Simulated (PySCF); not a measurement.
Which determinant of NaN lies lowest?

Unrestricted PBE0; Na def2-TZVPP, N def2-TZVPP; no relativity (PySCF 2.14). Outer shells of the fragments: Na 3s1; N 2s2 2p3.

Followed along the bond (rough minima from three points):

```csv
2Ms+1,unpaired,⟨S²⟩ at the start,R at minimum (Å),Te (eV)
3,π ↑↑,2.12,2.25,0.00
3,"σ ↑, π ↑",2.02,2.07,0.47
1,π ↑↓,1.00,2.22,0.58
1,"σ ↓, π ↑",1.00,2.08,1.01
5,"σ ↑↑, π ↑↑",6.00,none in the scan,≤ 1.36
```

Solutions found at the starting distance of 2.230 Å, counted from the lowest of them; the search is not exhaustive and high or unbound solutions are not listed, so other states can lie among these:

```csv
2Ms+1,unpaired,term,E (eV),⟨S²⟩,⟨Lz²⟩,μ (D)
3,π ↑↑,³Σ⁻,0.00,2.12,0.00,-6.22
3,"σ ↑, π ↑",³Π,0.55,2.02,1.01,-8.18
1,π ↑↓,mixed,0.58,1.00,2.01,-7.24
1,"σ ↓, π ↑",mixed,1.08,1.00,1.02,-8.22
5,"σ ↑↑, π ↑↑",⁵Σ⁻,1.52,6.00,0.00,2.66
1,none,mixed,2.20,0.00,2.00,-7.45
3,"σ ↑↑, π ↑↓",mixed,2.69,3.01,2.01,2.79
1,"σ ↓↓, π ↑↑",mixed,2.71,2.01,0.00,2.97
5,"σ ↑, π ↑↑↑",⁵Π,3.15,6.00,1.00,0.94
3,"σ ↑, π ↑↑↓",mixed,4.30,3.01,3.01,0.93
3,"σ ↑, π ↑",³Π,4.32,2.00,1.00,2.53
1,"σ ↓, π ↑",mixed,4.35,1.00,1.00,2.75
3,σ ↑↑,mixed,4.58,2.00,2.00,2.74
```

A term symbol is given only where ⟨S²⟩ and ⟨Lz²⟩ are close to those of a pure state; real π, δ and φ orbitals otherwise mix terms. A positive dipole means Na(−)N(+).

Question: Compare the gap between the two lowest followed solutions at the starting distance with the gap between their minima.

Answer: At PBE0 the second solution (triplet, unpaired electrons σ ↑, π ↑) lies +0.55 eV from the first (triplet, unpaired electrons π ↑↑) at 2.230 Å and +0.47 eV at the minima; the two curves relax by different amounts, since their minima lie near 2.07 and 2.25 Å.

Counting both spins, an empty level lies below a filled one in some of these solutions, because spin and occupation are held.
